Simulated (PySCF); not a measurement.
Atomic charges against the basis set

Species: C4H7ClO.
SMILES with atom numbers: `[CH3:1][CH2:2][CH2:3][C:4](=[O:5])[Cl:6]` (hydrogens: H7, H8, H9 on C1; H10, H11 on C2; H12, H13 on C3)

PBE0 throughout (PySCF), one geometry, spherical d and f functions. Geometry: PBE0-D3(BJ)/def2-SVP, one conformer, isolated molecule. Atoms taken as equivalent share a column and are averaged. The first 7 of 9 kinds of atom are listed.

Mulliken charges (e):

```json
{"basis": "STO-3G", "functions": "41", "C1": "-0.231", "C2": "-0.139", "C3": "-0.157", "C4": "+0.213", "O5": "-0.144", "Cl6": "-0.177", "H7/H8/H9": "+0.082"}
{"basis": "6-31G", "functions": "72", "C1": "-0.497", "C2": "-0.317", "C3": "-0.370", "C4": "+0.104", "O5": "-0.310", "Cl6": "+0.055", "H7/H8/H9": "+0.171"}
{"basis": "6-31G*", "functions": "102", "C1": "-0.532", "C2": "-0.325", "C3": "-0.412", "C4": "+0.281", "O5": "-0.325", "Cl6": "-0.056", "H7/H8/H9": "+0.180"}
{"basis": "def2-SVP", "functions": "123", "C1": "-0.071", "C2": "-0.112", "C3": "-0.056", "C4": "+0.110", "O5": "-0.142", "Cl6": "-0.143", "H7/H8/H9": "+0.046"}
{"basis": "6-311+G(2d,p)", "functions": "212", "C1": "-0.664", "C2": "-0.169", "C3": "-0.165", "C4": "+0.057", "O5": "-0.302", "Cl6": "+0.134", "H7/H8/H9": "+0.150"}
{"basis": "def2-TZVP", "functions": "234", "C1": "-0.365", "C2": "-0.178", "C3": "-0.240", "C4": "+0.224", "O5": "-0.206", "Cl6": "-0.134", "H7/H8/H9": "+0.125"}
```

IAO charges (e):

```csv
basis,functions,C1,C2,C3,C4,O5,Cl6,H7/H8/H9
STO-3G,41,-0.391,-0.255,-0.293,+0.187,-0.137,-0.115,+0.136
6-31G,72,-0.430,-0.258,-0.308,+0.328,-0.305,-0.117,+0.146
6-31G*,102,-0.410,-0.246,-0.300,+0.374,-0.332,-0.126,+0.139
def2-SVP,123,-0.399,-0.240,-0.297,+0.373,-0.334,-0.116,+0.135
"6-311+G(2d,p)",212,-0.422,-0.253,-0.307,+0.387,-0.349,-0.123,+0.143
def2-TZVP,234,-0.422,-0.253,-0.307,+0.389,-0.350,-0.121,+0.143
```

Which scheme is steadiest as the basis changes?

Largest range over the bases for any column: IAO 0.21 e, Mulliken 0.59 e. IAO charges move least and Mulliken charges most, counted in e. Without the minimal STO-3G basis the ranges are IAO 0.06, Mulliken 0.59 e.

How much do the charges still move between the two largest bases, 6-311+G(2d,p) and def2-TZVP?

At most, over all atoms: Mulliken 0.300 e, IAO 0.002 e.

What do the same runs give for the total energy, the frontier levels and the dipole moment?

```
        basis  energy (Eh)  HOMO (eV)  LUMO (eV)  μ (D)
       STO-3G    -683.7635      -6.01       1.80   2.79
        6-31G    -691.5455      -8.46      -0.95   3.30
       6-31G*    -691.6324      -8.34      -0.69   3.00
     def2-SVP    -691.3431      -8.38      -0.74   2.83
6-311+G(2d,p)    -691.7380      -8.54      -1.02   3.03
    def2-TZVP    -691.7575      -8.47      -0.93   2.97
```

The dipole is fixed by the density alone, so its range of 0.51 D shows that the density itself changes with the basis, not only its division among atoms.
